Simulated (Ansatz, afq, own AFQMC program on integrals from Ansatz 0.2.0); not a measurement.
## Atomization energy of CH2Ge, triplet, worked out

```xyz
4

Ge    0.0000    0.0000    0.3308
C     0.0000    0.0000   -1.6265
H     0.0000    0.9089   -2.2295
H     0.0000   -0.9089   -2.2295
```

Connectivity, by distances: Ge–CH2.

Basis cc-pVDZ. Only valence electrons are correlated. AFQMC by an in-house program on the Cholesky factors that Ansatz 0.2.0 writes for its CCSD(T) run. The CISD trial takes its coefficients from CCSD amplitudes. Released means that phaseless walkers are propagated on without the constraint, phases kept. ± is one standard error of the sampling. No spin–orbit coupling.

Total energies in eV. CBS is CCSD(T) at the limit of def2-TZVPP/QZVPP (extrapolated itself); the highest rung of each member is named.

Cautions: inner d shell frozen; no relativity below Rb; no spin-orbit coupling; CH₂Ge (triplet): lower spins were not checked.

| member | count | CCSD(T)/cc-pVDZ | highest rung in cc-pVDZ | which | CCSD(T)/CBS |
| --- | --- | --- | --- | --- | --- |
| Ge (triplet) | +1 | -56473.1139 | -56473.1222 | FCI | -56475.5964 |
| C (triplet) | +1 | -1027.5122 | -1027.5214 | FCI | -1028.3149 |
| H (doublet) | +2 | -13.5861 | -13.5861 | FCI | -13.6059 |
| CH₂Ge, triplet | -1 | -57538.3920 | -57538.4273 | CCSDT(Q) | -57542.6964 |

Question: Work out the best estimate of the atomization energy: the CCSD(T)/CBS difference plus the step from CCSD(T) to the highest rung.

Answer: Sums with the counts: CCSD(T)/CBS 11.5733 eV, highest rung 10.6115 eV, CCSD(T)/cc-pVDZ 10.5937 eV. The step is 10.6115 − 10.5937 = 0.0178 eV, so the best estimate is 11.5733 + (0.0178) = 11.5911 eV = 1118.4 kJ/mol. The basis set is worth 0.980 eV of it. Zero-point, core-correlation and spin–orbit terms aren't in it. Past Ne the Hartree–Fock part of each CBS total tends to overshoot, since the cores don't follow the formula; that largely cancels in the difference.

Best estimates are given only where the step beyond CCSD(T) is under 0.3 eV and no member's determinant is very poor (T1 over 0.05, or 0.07 for open shells, ⟨S²⟩ too high by 0.3, two states mixed), so the hardest cases are missing from such tables.

CCSDT and higher add their correlation energy to the determinant of the CCSD(T) run, since their own runs factorise the integrals more tightly (a shift of under 2 meV). Each member of a difference takes its own highest rung, so a best estimate needn't equal the limit plus the step of one row.
